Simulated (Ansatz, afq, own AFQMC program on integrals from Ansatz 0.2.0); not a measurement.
SiH4O, singlet: a scan with AFQMC

```xyz
6

Si    0.0000   -0.0248    0.5600
O     0.0000    0.0966   -1.0834
H     1.2036   -0.7463    1.0578
H     0.0000    1.3651    1.0700
H    -1.2036   -0.7463    1.0578
H     0.0000   -0.7148   -1.5919
```

The Si1–O2 distance is changed with both sides rigid. Energies in eV count from this geometry (1.648 Å) at the same level; the start stands on RHF, each point on the determinant named.

Basis 6-31G. Noble-gas cores (and the filled d shells of Ga–Kr and In–Xe) are frozen. Integrals, coupled cluster, full CI and functionals: Ansatz 0.2.0; the random walks run on the same integrals in our own AFQMC program. The CISD trial takes its coefficients from CCSD amplitudes. Released means that phaseless walkers are propagated on without the constraint, phases kept. Error bars are statistical, one sigma.

Cautions, each for one point or more: CCSDT(Q) on the RHF determinant differs, by its state or its frozen core; cluster runs in doubt by the program's own checks; higher spins were not checked; restricted determinant unstable towards unrestricted; strong correlation; the ph-AFQMC/CISD walk drifts between its halves; unrestricted determinant spin contaminated; walk and cluster series may follow different spin states.

```tsv
r(Si1–O2) / Å	det.	T1	weight	⟨S²⟩	B3LYP	wB97M-V	CCSD(T)
1.345	RHF	0.009	0.92	pure	3.995	4.015	4.222
2.027	RHF	0.015	0.90	pure	0.522	0.581	0.423
2.590	RHF	0.031	0.85	pure	2.678	2.940	2.483
3.568	UHF‡¶	0.014	0.91	0.99	4.043§	4.368§	3.847
5.670	UHF†¶	0.007	0.92	1.01	–	–	3.916
```

**Question.** Estimate the curve of phaseless AFQMC with a CISD trial, counted from the same start.

**Answer.** 
```tsv
r(Si1–O2) / Å	det.	T1	weight	⟨S²⟩	ph-AFQMC/CISD	released AFQMC
1.345	RHF	0.009	0.92	pure	4.207 ± 0.011	4.237 ± 0.011
2.027	RHF	0.015	0.90	pure	0.391 ± 0.014	0.432 ± 0.013*
2.590	RHF	0.031	0.85	pure	2.479 ± 0.024	2.451 ± 0.031*
3.568	UHF‡¶	0.014	0.91	0.99	3.778 ± 0.019	3.791 ± 0.024*
5.670	UHF†¶	0.007	0.92	1.01	3.917 ± 0.011	3.920 ± 0.015*
```

Weight is that of the determinant in the CISD state; at the start T1 is 0.011 and the weight 0.92. ¶ marks points with a poor determinant and no full CI, where no value is sure; they don't count among the departures. An asterisk marks released energies that aren't shown to be converged. A dagger marks points whose determinant fills other symmetries than the start's, so the wave-function levels may follow another state there, or a degenerate partner. A double dagger marks points where the walks on two determinants ended up to 0.160 eV apart; the lower is shown. A dash marks a missing value, a released energy that hasn't settled or a functional that sits on another state. § marks a functional whose ⟨S²⟩ is too high by over 0.1. Largest departures from phaseless AFQMC with a CISD trial: CCSD(T) 0.032 eV at 2.027 (on RHF), B3LYP -0.212 eV at 1.345, wB97M-V 0.460 eV at 2.590. The walk's constraint bias lies outside its error bars, so these are departures and not errors. Functionals count only at points shown to share the start's state and spin. In this small basis the wave-function levels are far from their limit, so their gap to the functionals isn't the functionals' error.

A walk keeps the symmetry of its determinant, which the program's search chose and which needn't be the lowest solution, so a lower state of the same spin and another symmetry isn't excluded.
